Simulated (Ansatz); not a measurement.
Al₂, triplet in aug-cc-pVTZ: errors against UCCSDT(Q)

Geometry: that of the Al2⁻, doublet, kept fixed.

```xyz
2

Al    0.0000    0.0000    0.0000
Al    0.0000    0.0000    2.5380
```

Basis aug-cc-pVTZ; Ansatz 0.2.0. Only valence electrons are correlated (noble-gas cores frozen), which leaves 6 electrons in 90 orbitals. Prefix R: restricted or restricted open-shell reference; prefix U: unrestricted. Active spaces: valence = (6e, 8o) chosen from the atoms' valence shells.

Full CI isn't at hand for all of this; UCCSDT(Q) serves as the reference, and is uncertain by about the last step of the cluster series. The frozen core follows each run's orbitals, which can shift R against U totals by a few meV.

HF rows are the lowest solutions found. Coupled cluster chose its determinant by trial CCSD, here up to 0.25 eV above the lowest Hartree–Fock solution of its kind, and MP2 stands on that determinant too.

```
UHF ⟨S²⟩                            : 2.037
⟨S²⟩ of the determinant under UCCSD : 2.046
T1 diagnostic (RCCSD)               : 0.0305
largest doubles amplitude (RCCSD)   : 0.117
T1 diagnostic (UCCSD)               : 0.0378
```

```json
{"level": "UHF†", "E − E(UCCSDT(Q)) (kJ/mol)": "344.0", "share of correlation (%)": "–", "wall time": "6.5 s"}
{"level": "RMP2", "E − E(UCCSDT(Q)) (kJ/mol)": "90.2", "share of correlation (%)": "76.24", "wall time": "–"}
{"level": "UMP2", "E − E(UCCSDT(Q)) (kJ/mol)": "96.6", "share of correlation (%)": "74.57", "wall time": "–"}
{"level": "RCCSD", "E − E(UCCSDT(Q)) (kJ/mol)": "34.0", "share of correlation (%)": "91.06", "wall time": "–"}
{"level": "UCCSD", "E − E(UCCSDT(Q)) (kJ/mol)": "33.0", "share of correlation (%)": "91.32", "wall time": "–"}
{"level": "RCCSD(T)", "E − E(UCCSDT(Q)) (kJ/mol)": "7.6", "share of correlation (%)": "98.00", "wall time": "36 s (H100)"}
{"level": "UCCSD(T)", "E − E(UCCSDT(Q)) (kJ/mol)": "7.8", "share of correlation (%)": "97.94", "wall time": "11 s (H100)"}
{"level": "BCCD(T)", "E − E(UCCSDT(Q)) (kJ/mol)": "7.9", "share of correlation (%)": "97.91", "wall time": "12 s (H100)"}
{"level": "RCCSDT", "E − E(UCCSDT(Q)) (kJ/mol)": "2.5", "share of correlation (%)": "99.35", "wall time": "–"}
{"level": "UCCSDT", "E − E(UCCSDT(Q)) (kJ/mol)": "2.3", "share of correlation (%)": "99.40", "wall time": "–"}
{"level": "RCCSDT(Q)", "E − E(UCCSDT(Q)) (kJ/mol)": "0.2", "share of correlation (%)": "99.95", "wall time": "15 s (H100)"}
{"level": "CASSCF (valence space)", "E − E(UCCSDT(Q)) (kJ/mol)": "201.9", "share of correlation (%)": "46.84", "wall time": "–"}
{"level": "NEVPT2 (valence space)", "E − E(UCCSDT(Q)) (kJ/mol)": "46.7", "share of correlation (%)": "87.70", "wall time": "5 s (H100)"}
{"level": "MRCISD (valence space)", "E − E(UCCSDT(Q)) (kJ/mol)": "13.0", "share of correlation (%)": "96.57", "wall time": "–"}
{"level": "MRCISD+Q (valence space)", "E − E(UCCSDT(Q)) (kJ/mol)": "-1.0", "share of correlation (%)": "100.26", "wall time": "4.6 s (H100)"}
```

A dagger marks rows that describe another state than the reference (another or a broken symmetry, a higher spin or other natural occupations), so the difference isn't the method's error.

The correlation energy at UCCSDT(Q), counted from the determinant under the R cluster runs, is -3.937 eV. That run took 13 s on 2 threads of AMD EPYC 7R13 with a shared H100 80 GB, shared host.

Run but not shown, since their state or frozen core can't be matched to the reference's or they repeat it: RHF.

Times hold each run's SCF and search for its determinant on a shared host, so for small cases they say little of a method's own cost; rows without a card ran on 1 thread of AMD EPYC 7R13.

Natural occupations of CASSCF (valence space) about the gap: 1.954 1.840 0.977 0.977 0.124 0.053 0.053 0.024; effectively unpaired electrons, Σ n²(2−n)², 2.17.
